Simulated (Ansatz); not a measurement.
```xyz
7

C    -0.6716   -0.8851    0.2477
Si    0.4680    0.5275   -0.0006
Cl    0.2589    1.2807   -1.9137
H    -1.6815   -0.7583    0.6239
H    -0.4082   -1.8997   -0.0333
H     1.8802    0.1027    0.1409
H     0.1543    1.6322    0.9351
```

Total charge 0; spin multiplicity 2.

Problem. List the PBE/def2-TZVPP orbital energies in eV (Ansatz). (Estimate.)

Solution. Ansatz gave: α occupied: -2738.81, -1780.44, -269.81, -249.39, -190.09, -189.93, -189.92, -138.10, -94.90, -94.80, -94.80, -20.43, -17.37, -13.03, -10.90, -9.61, -9.32, -9.00, -7.66, -7.45, -6.15. α empty: -0.16, -0.02, 0.74, 0.87, 1.94, 2.09, 3.45, 3.80. β occupied: -2738.80, -1780.44, -269.47, -249.38, -190.07, -189.91, -189.91, -138.10, -94.90, -94.80, -94.80, -20.37, -16.53, -12.91, -10.67, -9.48, -9.10, -8.97, -7.54, -7.43. β empty: -4.08, 0.11, 0.15, 0.77, 0.98, 2.07, 2.17, 3.58. ⟨S²⟩ = 0.753.
